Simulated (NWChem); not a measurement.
Species: Al, doublet

Results from NWChem. Spin-unrestricted. Medium grid unless said otherwise, to which SCAN and Minnesota functionals are sensitive. The open p shell is one determinant without spherical averaging. No stability test was run on the SCF state.

**Question.** What does the run give for M05-2X/def2-TZVP? Quantities: highest occupied level (eV); lowest empty minus highest occupied level, either spin (eV); <S²>.

**Answer.** 
- highest occupied level (eV): -4.41
- lowest empty minus highest occupied level, either spin (eV): 3.34
- <S²>: 0.753
